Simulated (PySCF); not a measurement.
Molecule: Pyrazine (SMILES c1cnccn1).

Bonds (- single, = double, # triple, : aromatic): C1:C2 1.397 Å, C2:N3 1.329 Å, N3:C4 1.329 Å, C4:C5 1.397 Å, C5:N6 1.330 Å, N6:C1 1.329 Å. C1 carries H7; C2 carries H8; C4 carries H9; C5 carries H10.

Geometry PBE0-D3(BJ)/def2-SVP throughout; GIAO in PySCF 2.14.0 with density-fitted response routines, gas phase, one conformer, non-relativistic; equivalent atoms averaged; basis pcSseg-2.

For orientation, BLYP gives these shifts δ (against TMS, NH3 at the same level): C1/C2/C4/C5 154.3, N3/N6 379.2, H7/H8/H9/H10 8.61 ppm.

A run gave: C1/C2/C4/C5 155.8, N3/N6 381.9, H7/H8/H9/H10 8.76 ppm (shifts δ (against TMS, NH3 at the same level)).

Which functional was used in that run?
A. KT3
B. PBE0
C. WP04
D. BP86
E. BHandHLYP

Answers

B. N3/N6 tells them apart best: PBE0 gives 381.9, BHandHLYP gives 392.3, WP04 gives 374.9, BP86 gives 372.9, KT3 gives 348.4 ppm.
